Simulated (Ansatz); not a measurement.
Predict the output of the script below (the Ansatz DFT code, driven from Python).

The script, `adiabatic.py`:
```python
"""Vertical and adiabatic ionisation of CH4B2."""

import ansatz as az
import numpy as np

geometry_ang = [
    ("B", (-0.8523, -0.4481, -0.3197)),
    ("B", (0.4316, 0.6782, -0.6323)),
    ("C", (0.2573, -0.1966, 0.6149)),
    ("H", (-1.852, -0.8978, -0.6318)),
    ("H", (1.014, 1.4685, -1.3054)),
    ("H", (0.0413, 0.3795, 1.5511)),
    ("H", (1.0213, -1.0517, 0.6774)),
]
geometry = az.Crystal.molecule()
for symbol, xyz in geometry_ang:
    geometry = geometry.atom(symbol, xyz)

setup = geometry.calculation()
setup = setup.basis(gaussian="def2-SVP")
setup = setup.functional("B3LYP", dispersion="d4")
symbols = [site.symbol for site in geometry.cartesian_sites]
start = np.array([site.position_ang for site in geometry.cartesian_sites], dtype=float)
summary = setup.relax(force_tolerance=0.01, max_steps=100).run(threads=1).report
end = np.array(summary["positions_ang"])

minimum = az.Crystal.molecule()
for symbol, place in zip(symbols, end):
    minimum = minimum.atom(symbol, place.tolist())
ion = (
    minimum.calculation()
    .basis(gaussian="def2-SVP")
    .functional("B3LYP", dispersion="d4")
    .charge(1)
    .spin("collinear", total=1)
)
vertical = ion.run(threads=1).report
settled = ion.relax(force_tolerance=0.01, max_steps=80).run(threads=1).report
print(f"vertical ionisation energy   {vertical['free_energy_ev'] - summary['free_energy_ev']:.3f} eV")
print(f"adiabatic, no zero point     {settled['free_energy_ev'] - summary['free_energy_ev']:.3f} eV")
print(f"relaxation energy of the ion {vertical['free_energy_ev'] - settled['free_energy_ev']:.3f} eV")
ionised = np.array(settled["positions_ang"])
print("final positions (A) and the move of each atom")
for symbol, xyz, old in zip(symbols, ionised, end):
    print(f"{symbol:2s} {xyz[0]:10.5f} {xyz[1]:10.5f} {xyz[2]:10.5f}   {np.linalg.norm(xyz - old):7.4f}")
```

Output of `python adiabatic.py`:
```text
vertical ionisation energy   10.034 eV
adiabatic, no zero point     8.839 eV
relaxation energy of the ion 1.195 eV
final positions (A) and the move of each atom
B    -1.01952   -0.26509   -0.17401    0.2722
B     0.80336    0.17996   -0.70169    0.4498
C     0.22572   -0.12255    0.64778    0.1832
H    -2.10125   -0.43632   -0.63188    0.4127
H     1.45485    0.43223   -1.66139    0.6344
H     0.61752   -0.78694    1.44118    0.7220
H     0.08051    0.93071    1.03421    1.2473
```

Reading the output:
- The energies are electronic: no zero-point or thermal terms, and the basis set is short of its limit. The product may relax into another structure. The relaxation finds the nearest minimum, so the adiabatic value is an upper bound.
- b3lyp holds the VWN-RPA fit, as in Gaussian; the form of ORCA and Turbomole is b3lyp5.
- Wall time of the script: 77 s on 1 thread of Arm Neoverse V1, on a shared host, peak memory 0.21 GiB.

(Lines on the test bed's own set-up are left out of the output.)
